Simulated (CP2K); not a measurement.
**A workflow on CH4FSi (SMILES FC[SiH2])**

We compute a structure relaxation (GFN2-xTB), then a short trajectory (GFN2-xTB) of CH4FSi. 

The calculation is run with CP2K 2026.2.

5 further runs of the same task are left out: 1 that didn't finish, 4 set aside as unsound or not needed.

## Step 1: The molecule

CH4FSi: 7 atoms, total charge 0, spin state doublet. As SMILES, `FC[SiH2]`. The coordinates come from a GFN2-xTB relaxation. This is one conformer, not always the lowest. The run starts from this shape.

Bond lengths: F1–C2 1.381 Å, C2–Si3 1.915 Å, C2–H4 1.094 Å, C2–H5 1.096 Å, Si3–H6 1.455 Å, Si3–H7 1.457 Å. Angles: F1–C2–Si3 110.5°, F1–C2–H4 106.4°, F1–C2–H5 106.0°, Si3–C2–H4 113.1°, Si3–C2–H5 112.2°, C2–Si3–H6 111.4°, C2–Si3–H7 109.2°, H4–C2–H5 108.3°, H6–Si3–H7 116.0°.

## Step 2: A structure relaxation at GFN2-xTB (run 1)

molecule.xyz

```xyz
7

F     -1.836860    -0.025350     0.073010
C     -0.586200    -0.230660    -0.476650
Si     0.775350     0.009120     0.848120
H     -0.597080    -1.238190    -0.902400
H     -0.496440     0.488720    -1.298130
H      0.669960     1.311040     1.488860
H      2.071270    -0.314670     0.267190
```

job.inp

```
&GLOBAL
    PROJECT job
    RUN_TYPE GEO_OPT
    PRINT_LEVEL LOW
&END GLOBAL

&FORCE_EVAL
    METHOD QUICKSTEP
    &DFT
        MULTIPLICITY 2
        UKS T
        ! Quickstep
        &QS
            METHOD XTB
            EPS_DEFAULT 1.0E-10
            &XTB
                GFN_TYPE TBLITE
                &TBLITE
                    METHOD GFN2
                &END TBLITE
                CHECK_ATOMIC_CHARGES F
            &END XTB
        &END QS
        ! no periodic images
        &POISSON
            PERIODIC NONE
            POISSON_SOLVER ANALYTIC
        &END POISSON
        &SCF
            SCF_GUESS ATOMIC
            EPS_SCF 1.0E-06
            MAX_SCF 150
            ADDED_MOS 4
            &DIAGONALIZATION
                ALGORITHM STANDARD
            &END DIAGONALIZATION
            &MIXING
                METHOD DIRECT_P_MIXING
                ALPHA 0.4
            &END MIXING
            &SMEAR ON
                METHOD FERMI_DIRAC
                ELECTRONIC_TEMPERATURE [K] 300
            &END SMEAR
        &END SCF
        &PRINT
            &MOMENTS
                PERIODIC F
                REFERENCE COM
                MAX_MOMENT 1
            &END MOMENTS
            &MULLIKEN OFF
            &END MULLIKEN
            &HIRSHFELD OFF
            &END HIRSHFELD
        &END PRINT
    &END DFT
    ! structure
    &SUBSYS
        &CELL
            ABC 15.9 14.5 14.8
            PERIODIC NONE
        &END CELL
        &TOPOLOGY
            COORD_FILE_NAME molecule.xyz
            COORD_FILE_FORMAT XYZ
            &CENTER_COORDINATES
            &END CENTER_COORDINATES
        &END TOPOLOGY
    &END SUBSYS
&END FORCE_EVAL

&MOTION
    &GEO_OPT
        OPTIMIZER BFGS
        MAX_ITER 100
        MAX_FORCE 4.5E-04
        RMS_FORCE 3.0E-04
    &END GEO_OPT
    ! extra output
    &PRINT
        &TRAJECTORY
            &EACH
                GEO_OPT 1
            &END EACH
        &END TRAJECTORY
        &FORCES ON
            &EACH
                GEO_OPT 1
            &END EACH
        &END FORCES
        &RESTART OFF
        &END RESTART
        &RESTART_HISTORY OFF
        &END RESTART_HISTORY
    &END PRINT
&END MOTION
```

The run is started by

```bash
OMP_NUM_THREADS=1 cp2k.psmp -i job.inp > job.out 2>&1
```

What it wrote:

```text
CP2K| version string:                                       CP2K version 2026.2
[...]
 GLOBAL| Method name                                                        CP2K
[...]
 GLOBAL| Run type                                                        GEO_OPT
[...]
                             - Atoms:                                          7
[...]
                             - Spherical basis functions:                     21
[...]
 Number of electrons:                                                         10
[...]
  *** SCF run converged in    13 steps ***
[...]
 ENERGY| Total FORCE_EVAL ( QS ) energy [hartree]            -10.571562939961670
[...]
 OPT| Step number                                                              0
[...]
 OPT| Total energy [hartree]                                      -10.5715629400
[...]
 OPT| Step number                                                              4
[...]
 OPT| Total energy [hartree]                                      -10.5715997134
[...]
 OPT| Step number                                                              5
[...]
 OPT| Total energy [hartree]                                      -10.5716001166
[...]
 ***                    GEOMETRY OPTIMIZATION COMPLETED                      ***
[...]
  *** SCF run converged in     2 steps ***
[...]
  Fermi energy:                                                -0.29410487350845
[...]
 TB_DIPOLE| Moment [Debye]          2.61231294      -0.27822341       0.44136508
 TB_DIPOLE| Derivative [a.u.]       0.00000000       0.00000000       0.00000000
 ENERGY| Total FORCE_EVAL ( QS ) energy [hartree]            -10.571600116603694
[...]
```

It took 0.44 s on 1 thread of Arm Neoverse V1, shared host.

Step by step:

```csv
step,energy from the first frame kept (eV),largest force (eV/Å)
1,0.0000,0.0373
2,-0.0002,0.0199
3,-0.0004,0.0180
4,-0.0004,0.0087
5,-0.0005,0.0039
6,-0.0005,0.0039
```

After the run. Bond lengths: F1–C2 1.381 Å, C2–Si3 1.914 Å, C2–H4 1.093 Å, C2–H5 1.096 Å, Si3–H6 1.452 Å, Si3–H7 1.455 Å. Angles: F1–C2–Si3 110.4°, F1–C2–H4 106.5°, F1–C2–H5 106.0°, Si3–C2–H4 113.0°, Si3–C2–H5 112.3°, C2–Si3–H6 112.0°, C2–Si3–H7 109.9°, H4–C2–H5 108.3°, H6–Si3–H7 117.2°.

## Step 3: A short trajectory at GFN2-xTB (NVE dynamics) (run 2)

run.py

```python
import numpy as np
from ase import Atoms
from ase.calculators.cp2k import CP2K
from ase import units
from ase.md.verlet import VelocityVerlet
from ase.md.velocitydistribution import MaxwellBoltzmannDistribution, Stationary, ZeroRotation

atoms = Atoms(['F', 'C', 'Si', 'H', 'H', 'H', 'H'],
              positions=[(5.997923, 7.187067, 7.381429),
                         (7.245565, 6.985172, 6.824488),
                         (8.612736, 7.235626, 8.140797),
                         (7.237855, 5.975869, 6.403794),
                         (7.326941, 7.700617, 5.998732),
                         (8.499695, 8.522688, 8.803676),
                         (9.908849, 6.887996, 7.579529)])
atoms.set_cell([15.9, 14.5, 14.8])
atoms.center()
template = """
&FORCE_EVAL
 METHOD Quickstep
 &DFT
  MULTIPLICITY 2
  UNRESTRICTED_KOHN_SHAM T
  &QS
   METHOD XTB
   EPS_DEFAULT 1.0E-10
   &XTB
    GFN_TYPE TBLITE
    &TBLITE
     METHOD GFN2
    &END TBLITE
    CHECK_ATOMIC_CHARGES F
   &END XTB
  &END QS
  &POISSON
   PERIODIC NONE
   POISSON_SOLVER ANALYTIC
  &END POISSON
  &SCF
   SCF_GUESS ATOMIC
   EPS_SCF 1.0E-06
   MAX_SCF 150
   ADDED_MOS 4
   &DIAGONALIZATION
    ALGORITHM STANDARD
   &END DIAGONALIZATION
   &MIXING
    METHOD DIRECT_P_MIXING
    ALPHA 0.4
   &END MIXING
   &SMEAR ON
    METHOD FERMI_DIRAC
    ELECTRONIC_TEMPERATURE [K] 300
   &END SMEAR
  &END SCF
  &PRINT
   &MOMENTS
    PERIODIC F
    REFERENCE COM
    MAX_MOMENT 1
   &END MOMENTS
   &MULLIKEN OFF
   &END MULLIKEN
   &HIRSHFELD OFF
   &END HIRSHFELD
  &END PRINT
 &END DFT
 &SUBSYS
 &END SUBSYS
&END FORCE_EVAL
"""
calc = CP2K(command="cp2k.psmp -s", label="mol", inp=template, basis_set=None, basis_set_file=None, potential_file=None, pseudo_potential=None, xc=None, cutoff=None, max_scf=None, charge=None, uks=False,
            force_eval_method=None, print_level="LOW", poisson_solver=None, stress_tensor=False)
atoms.calc = calc
MaxwellBoltzmannDistribution(atoms, temperature_K=300, rng=np.random.default_rng(6736))
Stationary(atoms)
ZeroRotation(atoms)
dyn = VelocityVerlet(atoms, timestep=0.25 * units.fs, trajectory="md.traj")
def report():
    print(f"{dyn.nsteps:4d} {atoms.get_potential_energy():16.6f} {atoms.get_kinetic_energy():10.6f} {atoms.get_temperature():8.1f}")
dyn.attach(report)
print("step   Epot/eV   Ekin/eV   T/K")
dyn.run(30)
```

The run is started by

```bash
OMP_NUM_THREADS=1 python run.py
```

What it wrote:

```text
run.py:75: DeprecationWarning: Use thermalize_momenta
  MaxwellBoltzmannDistribution(atoms, temperature_K=300, rng=np.random.default_rng(6736))
step   Epot/eV   Ekin/eV   T/K
   0      -287.667869   0.153279    169.4
   1      -287.667326   0.152738    168.8
   2      -287.665703   0.151120    167.0
   3      -287.663077   0.148502    164.1
   4      -287.659570   0.145005    160.3
   5      -287.655339   0.140786    155.6
   6      -287.650571   0.136030    150.3
   7      -287.645460   0.130932    144.7
   8      -287.640202   0.125685    138.9
   9      -287.634971   0.120463    133.1
  10      -287.629912   0.115410    127.6
  11      -287.625127   0.110629    122.3
  12      -287.620674   0.106176    117.3
  13      -287.616563   0.102064    112.8
  14      -287.612766   0.098262    108.6
  15      -287.609219   0.094711    104.7
  16      -287.605841   0.091326    100.9
  17      -287.602540   0.088020     97.3
  18      -287.599231   0.084707     93.6
  19      -287.595844   0.081317     89.9
  20      -287.592330   0.077802     86.0
  21      -287.588672   0.074145     81.9
  22      -287.584879   0.070355     77.8
  23      -287.580994   0.066474     73.5
  24      -287.577083   0.062569     69.2
  25      -287.573234   0.058726     64.9
  26      -287.569550   0.055050     60.8
  27      -287.566143   0.051650     57.1
  28      -287.563125   0.048638     53.8
  29      -287.560602   0.046121     51.0
  30      -287.558669   0.044194     48.8
```

mol.out, shortened:

```text
CP2K| version string:                                       CP2K version 2026.2
[...]
 GLOBAL| Method name                                                        CP2K
[...]
 GLOBAL| Run type                                                   ENERGY_FORCE
[...]
 *** WARNING in qs_kind_types.F:2330 :: Information provided in the input ***
[... 100 lines left out ...]
  Total energy (extrapolated to T->0):                        -10.57160010798422
[...]
  *** SCF run converged in     8 steps ***
[...]
 TB_DIPOLE| Moment [Debye]          2.63280517      -0.27620257       0.41150845
[... 48 lines left out ...]
 TB_DIPOLE| Dipole type                                             non-periodic
[...]
  Fermi energy:                                                -0.29371050261935
[...]
 ENERGY| Total FORCE_EVAL ( QS ) energy [hartree]            -10.570776628351014
[...]
 Number of electrons:                                                         10
[...]
  *** SCF run converged in     8 steps ***
[...]
```

It took 1.9 s on 1 thread of Arm Neoverse V1, shared host.

Step by step:

```csv
step,potential energy change (eV),largest force (eV/Å),temperature (K)
0,0.0000,0.0039,169
2,0.0022,0.2755,167
4,0.0083,0.5351,160
6,0.0173,0.7604,150
8,0.0277,0.9387,139
10,0.0380,1.0665,128
12,0.0472,1.1521,117
14,0.0551,1.2161,109
16,0.0620,1.2849,101
18,0.0686,1.3791,94
20,0.0755,1.5041,86
22,0.0830,1.6496,78
24,0.0908,1.7980,69
26,0.0983,1.9314,61
28,0.1047,2.0357,54
30,0.1092,2.1004,49
```

## Step 4: Summary of results

```
                                                  quantity         value
                  run 1, GFN2-xTB: total energy at the end  -10.57160 Eh
run 1, GFN2-xTB: dipole moment (from atomic charges alone)        2.66 D
       run 2, GFN2-xTB: potential energy of the last frame  -10.56759 Eh
```

In words: The dipole (run 1, GFN2-xTB) comes from point charges on the atoms alone, without atomic dipoles, so it is partial. The optimisation (run 1, GFN2-xTB) took 5 steps and changed the energy by -0.001 eV. The run spans only 8 fs, so it is not equilibrated: the temperature averages 76 K over its second half, against 169 K at the start, as kinetic energy flows into the vibrations of a start near a minimum.
